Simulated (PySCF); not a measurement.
# CF₂ + NH₃ → HCN + 2 HF

Level: PBE in the def2-TZVP basis family, all electrons, no relativity, computed in PySCF with density fitting; open shells unrestricted.

```
species                                   state and structure      E (Eh)  ZPE (kJ/mol)  H(298 K) − H(0) (kJ/mol)  S° (J/(mol K))
    CF₂          singlet, C2v, C–F 1.318 Å (×2); F–C–F 104.6°  -237.57582          17.2                      10.4           241.4
    NH₃     singlet, C3v, N–H 1.022 Å (×3); H–N–H 106.3° (×3)   -56.50811          87.7                      10.0           192.7
    HCN  singlet, C∞v, C–H 1.076 Å, C–N 1.158 Å; H–C–N 180.0°   -93.34719          41.6                       9.2           201.7
     HF                             singlet, C∞v, H–F 0.932 Å  -100.39132          23.8                       8.7           173.9
```

Task: What is the electronic reaction energy?

Result: At PBE/def2-TZVP, ΔE = -120.5 kJ/mol from the differences of the total energies times 2625.5, downhill. Ammonolysis steps of this kind drive nitride growth.

Task: Add zero-point, thermal and entropy terms for 298.15 K and 1 bar.

Result: ΔZPE = -15.7 and Δ[H(298) − H(0)] = 6.2 kJ/mol give ΔH° = -130.0 kJ/mol. ΔS° = 115.4 J/(mol K), so ΔG° = -130.0 − 298.15 × (0.1154) = -164 kJ/mol.

The structures come from searches over a few start shapes, so lower isomers are not excluded.
